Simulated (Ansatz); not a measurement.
`CC(C)C#N` → `CCC#N` + `[CH2]` (triplet) at 600 K and 1 bar (formal loss of a carbene).

Isolated molecules relaxed with PBE0-D4/def2-TZVP in Ansatz; ΔE leaves out vibrations. CCSD(T)/CBS adds triple-zeta CCSD(T) − MP2 to the extrapolated MP2 energy (def2 sets, frozen cores). This one scheme is used for every species. Triplets are unrestricted, without spin–orbit coupling.

| species | CCSD(T)/CBS energy (Eh) | H − E (kJ/mol) | S (J/(mol·K)) |
| --- | --- | --- | --- |
| `CC(C)C#N` | -211.11809 | 325.7 | 398.8 |
| `CCC#N` | -171.85534 | 238.6 | 348.1 |
| `[CH2]` (triplet) | -39.09499 | 66.5 | 220.8 |

H − E and S are ideal-gas, rigid-rotor, harmonic terms from PBE0-D4/def2-TZVP, with the whole ground term of open shells counted as degenerate. 1 Eh = 2625.50 kJ/mol, R = 8.31446 J/(mol·K).

Task: By hand: ΔE, ΔH, ΔS and ΔG.

Result: ΔE = (-171.85534) + (-39.09499) − (-211.11809) = 0.16776 Eh = 440.5 kJ/mol. Δ(H − E) = 238.6 + 66.5 − 325.7 = -20.6, so ΔH = 419.9 kJ/mol. ΔS = 348.1 + 220.8 − 398.8 = 170.1 J/(mol·K). ΔG = 419.9 − 600 × (170.1)/1000 = 317.8 kJ/mol.

Task: By hand: the equilibrium constant, and the temperature at which ΔG would vanish if ΔH and ΔS stayed fixed.

Result: log₁₀ K = −ΔG/(RT ln 10) = -27.7. ΔG = 0 at ΔH/ΔS = 2469 K.

The number of gas molecules changes by +1, which sets the sign of ΔS. A doubt of 5 kJ/mol in ΔE shifts log₁₀ K by 0.4 here. A triplet takes part, so the spin changes. These are equilibria of isolated gas molecules and say nothing of rates. Largest T1 diagnostic: 0.012 (customary marks: 0.02 for closed shells, 0.045 for open ones).
